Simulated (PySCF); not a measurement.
How well do the runs reproduce experiment for C2HF?

**The experiment to reproduce.**

NIST CCCBDB Release 22 (SRD 101), experimental dipoles lists, for the gas: dipole moment (microwave Stark effect) 0.73 D.

The results are set against them at the end.

C2HF.
Atom-mapped SMILES: `[CH:1]#[C:2][F:3]` (hydrogens: H4 on C1)

Structure used (PBE0-D3(BJ)/def2-SVP), in Å, numbered top down from 1:
```
atom  x, y, z in Å
C1    -0.6161   -0.0297    0.0187
C2     0.5143   -0.0300   -0.3945
F3     1.7072   -0.0303   -0.8306
H4    -1.6236   -0.0294    0.3872
```

Runs made with PySCF (gas phase, on this PBE0-D3(BJ)/def2-SVP geometry; no spin–orbit coupling):

```csv
level,job,basis functions,wall time
"PBE0-D3(BJ)/def2-SVP, grid level 1",geometry optimisation from a GFN2-xTB start,47,3.1 s
```

Hardware: an Arm Neoverse V1 with one thread, on a shared host.

## Comparison

**Dipole moment.** Measured: 0.73 D (NIST CCCBDB Release 22 (SRD 101), experimental dipoles).

```json
{"level": "PBE0-D3(BJ)/def2-SVP", "computed (D)": "0.52", "computed − measured (D)": "-0.21", "% (from the printed values)": "-29"}
```

The computed dipoles belong to one fixed geometry; measured ones are averaged over vibrations unless marked μe. Magnitudes are compared, not signs.

No measured geometry was used, and the causes of the misses weren't examined.
